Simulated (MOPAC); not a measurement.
MOPAC input (MNDO):

```
MNDO 1SCF CHARGE=-1 GEO-OK AUX(PRECISION=9) THREADS=1
C4H7

C     0.20259228 1    0.09912095 1    1.44002477 1
C    -0.00343710 1    0.12720683 1    0.06465403 1
H     0.33610835 1    1.01027003 1    2.01483663 1
H     0.26267791 1   -0.84089184 1    1.97627442 1
C    -0.11172426 1    1.22219079 1   -0.78632518 1
H    -0.00790611 1    2.23945213 1   -0.42186803 1
H    -0.27739402 1    1.08881405 1   -1.84913382 1
C    -0.08717194 1   -1.23676983 1   -0.61157471 1
H    -0.49909775 1   -1.98965260 1    0.06786304 1
H    -0.72089881 1   -1.19714553 1   -1.50318625 1
H     0.90495651 1   -1.58133872 1   -0.92545946 1
```

Output:

```
 *******************************************************************************
 **                                                                           **
 **                              MOPAC v23.2.5                                **
 **                                                                           **
 *******************************************************************************
 ** MOPAC's Digital Object Identifier: https://doi.org/10.5281/zenodo.6511958 **
 **                                                                           **
 ** Please cite the open-source release paper for use of this MOPAC version:  **
 ** J. E. Moussa and J. J. P. Stewart (2026)                                  **
 ** MOPAC: An open-source semiempirical molecular orbital program             **
 ** J. Open Source Softw., 11(119), 8025, https://doi.org/10.21105/joss.08025 **
 *******************************************************************************

                              MNDO CALCULATION RESULTS

 *******************************************************************************
 *  MNDO       - The MNDO Hamiltonian to be used
 *  GEO-OK     - OVERRIDE INTERATOMIC DISTANCE AND OTHER SAFETY CHECKS
 *
 *
 *
 *                 CHARGE ON SYSTEM = -1
 *
 *
 *
 *  1SCF       - DO 1 SCF AND THEN STOP
 *  AUX        - OUTPUT AUXILIARY INFORMATION
 *******************************************************************************
MNDO 1SCF CHARGE=-1 GEO-OK AUX(PRECISION=9) THREADS=1
 C4H7

   ATOM   CHEMICAL          X               Y               Z
  NUMBER   SYMBOL      (ANGSTROMS)     (ANGSTROMS)     (ANGSTROMS)

     1       C          0.20259228  *   0.09912095  *   1.44002477  *
     2       C         -0.00343710  *   0.12720683  *   0.06465403  *
     3       H          0.33610835  *   1.01027003  *   2.01483663  *
     4       H          0.26267791  *  -0.84089184  *   1.97627442  *
     5       C         -0.11172426  *   1.22219079  *  -0.78632518  *
     6       H         -0.00790611  *   2.23945213  *  -0.42186803  *
     7       H         -0.27739402  *   1.08881405  *  -1.84913382  *
     8       C         -0.08717194  *  -1.23676983  *  -0.61157471  *
     9       H         -0.49909775  *  -1.98965260  *   0.06786304  *
    10       H         -0.72089881  *  -1.19714553  *  -1.50318625  *
    11       H          0.90495651  *  -1.58133872  *  -0.92545946  *

          CARTESIAN COORDINATES

    NO.       ATOM           X           Y           Z

     1         C          0.2026      0.0991      1.4400
     2         C         -0.0034      0.1272      0.0647
     3         H          0.3361      1.0103      2.0148
     4         H          0.2627     -0.8409      1.9763
     5         C         -0.1117      1.2222     -0.7863
     6         H         -0.0079      2.2395     -0.4219
     7         H         -0.2774      1.0888     -1.8491
     8         C         -0.0872     -1.2368     -0.6116
     9         H         -0.4991     -1.9897      0.0679
    10         H         -0.7209     -1.1971     -1.5032
    11         H          0.9050     -1.5813     -0.9255

  H: (MNDO): M.J.S. DEWAR, W. THIEL, J. AM. CHEM. SOC., 99, 4899, (1977)
  C: (MNDO): M.J.S. DEWAR, W. THIEL, J. AM. CHEM. SOC., 99, 4899, (1977)

           Empirical Formula: C4 H7  =    11 atoms

      MOLECULAR POINT GROUP   :   C1

      RHF CALCULATION, NO. OF DOUBLY OCCUPIED LEVELS = 12

 -------------------------------------------------------------------------------
 MNDO 1SCF CHARGE=-1 GEO-OK AUX(PRECISION=9) THREADS=1
 C4H7

     1SCF WAS SPECIFIED, SO BFGS WAS NOT USED
     SCF FIELD WAS ACHIEVED

                              MNDO CALCULATION
                                                       MOPAC v23.2.5 Linux

          FINAL HEAT OF FORMATION =         20.73378 KCAL/MOL =      86.75012 KJ/MOL

          COSMO AREA              =        109.01 SQUARE ANGSTROMS
          COSMO VOLUME            =         94.27 CUBIC ANGSTROMS

          IONIZATION POTENTIAL    =          0.707287 EV
          HOMO LUMO ENERGIES (EV) =         -0.707  7.700
          NO. OF FILLED LEVELS    =         12
          MOLECULAR WEIGHT        =         55.0993         POINT GROUP:  C1

          MOLECULAR DIMENSIONS (Angstroms)

            Atom       Atom       Distance
            H     7    H     4     4.31847
            H     3    H    11     3.71398
            H     9    H     6     1.47911

          SCF CALCULATIONS        =          1

   ATOM   CHEMICAL          X               Y               Z
  NUMBER   SYMBOL      (ANGSTROMS)     (ANGSTROMS)     (ANGSTROMS)

     1       C          0.20259228  *   0.09912095  *   1.44002477  *
     2       C         -0.00343710  *   0.12720683  *   0.06465403  *
     3       H          0.33610835  *   1.01027003  *   2.01483663  *
     4       H          0.26267791  *  -0.84089184  *   1.97627442  *
     5       C         -0.11172426  *   1.22219079  *  -0.78632518  *
     6       H         -0.00790611  *   2.23945213  *  -0.42186803  *
     7       H         -0.27739402  *   1.08881405  *  -1.84913382  *
     8       C         -0.08717194  *  -1.23676983  *  -0.61157471  *
     9       H         -0.49909775  *  -1.98965260  *   0.06786304  *
    10       H         -0.72089881  *  -1.19714553  *  -1.50318625  *
    11       H          0.90495651  *  -1.58133872  *  -0.92545946  *

                             CARTESIAN COORDINATES

   1    C        0.202592280     0.099120950     1.440024770
   2    C       -0.003437100     0.127206830     0.064654030
   3    H        0.336108350     1.010270030     2.014836630
   4    H        0.262677910    -0.840891840     1.976274420
   5    C       -0.111724260     1.222190790    -0.786325180
   6    H       -0.007906110     2.239452130    -0.421868030
   7    H       -0.277394020     1.088814050    -1.849133820
   8    C       -0.087171940    -1.236769830    -0.611574710
   9    H       -0.499097750    -1.989652600     0.067863040
  10    H       -0.720898810    -1.197145530    -1.503186250
  11    H        0.904956510    -1.581338720    -0.925459460

           Empirical Formula: C4 H7  =    11 atoms

      MOLECULAR POINT GROUP   :   C1

                  EIGENVALUES
 -32.64265 -23.41274 -21.56445 -13.34877  -9.74335  -9.55309  -9.25518  -7.69716
  -6.97947  -6.30920  -4.30960  -0.70729   7.70004   9.03090   9.27020   9.56858
  10.56348  11.21964  11.46351  11.57481  11.94903  13.10878  13.24938

              NET ATOMIC CHARGES AND DIPOLE CONTRIBUTIONS

  ATOM NO.   TYPE          CHARGE      No. of ELECS.   s-Pop       p-Pop
    1          C          -0.471183        4.4712     1.21126     3.25993
    2          C           0.044741        3.9553     1.18824     2.76702
    3          H          -0.005711        1.0057     1.00571
    4          H          -0.020199        1.0202     1.02020
    5          C          -0.471183        4.4712     1.21126     3.25993
    6          H          -0.005711        1.0057     1.00571
    7          H          -0.020199        1.0202     1.02020
    8          C           0.092065        3.9079     1.20911     2.69883
    9          H          -0.046934        1.0469     1.04693
   10          H          -0.046934        1.0469     1.04693
   11          H          -0.048751        1.0488     1.04875
 DIPOLE           X         Y         Z       TOTAL
 POINT-CHG.    -0.189    -2.424    -1.196     2.710
 HYBRID         0.052    -0.173    -0.095     0.204
 SUM           -0.137    -2.597    -1.291     2.904

          ATOMIC ORBITAL ELECTRON POPULATIONS

     Atom    s        px        py        pz
    1  C   1.21126   1.50665   0.85585   0.89743
    2  C   1.18824   0.94978   0.89146   0.92579
    3  H   1.00571
    4  H   1.02020
    5  C   1.21126   1.50633   0.87994   0.87366
    6  H   1.00571
    7  H   1.02020
    8  C   1.20911   0.86709   0.94758   0.88416
    9  H   1.04693
   10  H   1.04693
   11  H   1.04875

 **********************
 *                    *
 * JOB ENDED NORMALLY *
 *                    *
 **********************

 == MOPAC DONE ==
```

The dipole moment of an ion depends on the origin.
